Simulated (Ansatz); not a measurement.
Process, species as SMILES: [CH](F)F → C atom + 2 F atom + H atom
B3LYP-D3(BJ)/def2-TZVP geometries, fixed; electronic energies without zero-point terms.

Basis-set convergence of the atomisation energy at B3LYP with Ansatz (a program for electronic structure). All functions are spherical. The program fits the integrals of some runs and decomposes those of others, by size. Open shells are unrestricted. No added dispersion term, no relativity. Functions are those of the species that has most. Reference: the value in pcseg-4, 329.55 kcal/mol, itself unsure by roughly 0.04 kcal/mol (its mean distance from aug-pcseg-3, aug-cc-pVQZ, cc-pV5Z). Deviations are taken from unrounded values.

| basis | functions |
|---|---|
| pcseg-0 | 29 |
| pcseg-1 | 47 |
| def2-SVPD | 74 |
| aug-pcseg-1 | 78 |
| pcseg-2 | 104 |
| def2-TZVPD | 126 |
| def2-TZVPPD | 134 |
| aug-pcseg-2 | 161 |
| pcseg-3 | 213 |
| def2-QZVPPD | 228 |
| aug-pcseg-3 | 304 |
| pcseg-4 | 364 |

Q: Which is the smallest set listed that can be trusted to 2 kcal/mol here, that is, within that of the reference together with its larger relatives (same family, alike in diffuse functions; a set with none to test it counts only in the reference's own line)?

A: The smallest set listed that lies within 2 kcal/mol of the reference with all its larger relatives (same family, alike in diffuse functions; a set with none counts only in the reference's own line) is pcseg-2 (104 functions, -0.42 kcal/mol off). Value minus reference: pcseg-0 -27.54, pcseg-1 -5.59, def2-SVPD 3.24, aug-pcseg-1 -3.04, pcseg-2 -0.42, def2-TZVPD -0.99, def2-TZVPPD -0.73, aug-pcseg-2 0.15, pcseg-3 0.04, def2-QZVPPD -0.42, aug-pcseg-3 0.09, pcseg-4 0.00 kcal/mol.
